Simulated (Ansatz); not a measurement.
A nudged elastic band was laid between two geometries of CH₇AlO (10 atoms, charge 0, multiplicity 1).

The calculation used RKS r2SCAN-D4/def2-SVP (Ansatz 0.2.0).

| Item | Value |
| --- | --- |
| movable images | 7 |
| climbing image | yes |
| spring | 5.0 eV/Å² |
| optimiser | quadratic models (default) |
| start path | through a guess of the saddle point |
| force threshold | 0.05 eV/Å |
| iteration limit | 60 |
| end points | relaxed |

First end point:

```xyz
10
Properties=species:S:1:pos:R:3
C -1.061 0.621 -0.683
O 0.322 0.240 -0.595
Al 1.041 -0.644 1.046
H -1.203 1.315 -1.523
H -1.707 -0.264 -0.791
H -1.298 1.133 0.259
H 0.627 -0.165 -1.420
H -0.028 -1.835 1.203
H 0.920 0.570 2.083
H 2.469 -1.022 0.424
```

Last end point:

```xyz
10
Properties=species:S:1:pos:R:3
C -1.060 0.623 -0.683
O 0.207 -0.055 -0.687
Al 0.986 -0.784 1.004
H -1.742 -0.006 -0.097
H -0.976 1.612 -0.209
H -1.437 0.711 -1.712
H 0.853 0.413 -1.236
H -0.019 -1.998 1.277
H 0.829 0.508 1.948
H 2.442 -1.075 0.399
```

Which bonds break or form, and what moves?

No bond is made or broken. The dihedral H4–C1–O2–Al3 goes from 165 to -47°. The two ends are copies of one structure, up to a mirror image or an exchange of like atoms.

What energy profile does the band end with?

It converged. The highest image is number 3 of 0 to 8, 0.050 eV above the ends, which have the same energy within 2 meV. The profile has 2 maxima (images 3, 7) with wells between them (image 6): this band takes more than one step, which may be the mechanism or a detour left from its start path. A vibrational analysis at the climbing image gives one clearly imaginary mode, 282i cm⁻¹: a first-order saddle point.

```
image  path coordinate (Å)  energy (eV)  dihedral H4–C1–O2–Al3 (°)
    0                 0.00        0.000                        165
    1                 0.43        0.007                       -179
    2                 0.86        0.029                       -163
    3                 1.29        0.050                       -153
    4                 2.21        0.014                       -139
    5                 3.12        0.011                        -94
    6                 4.04        0.004                        -62
    7                 4.96        0.021                        -71
    8                 5.87        0.000                        -47
```

What is the geometry of the highest image?


```xyz
10
Properties=species:S:1:pos:R:3
C -1.092 0.620 -0.689
O 0.283 0.229 -0.533
Al 1.043 -0.703 1.050
H -1.354 0.653 -1.754
H -1.722 -0.121 -0.176
H -1.236 1.611 -0.237
H 0.750 0.140 -1.373
H -0.020 -1.898 1.196
H 0.978 0.450 2.160
H 2.453 -1.032 0.359
```

The run took 3.6 min on 2 threads of Arm Neoverse V1 (shared host), peak memory 0.13 GiB.
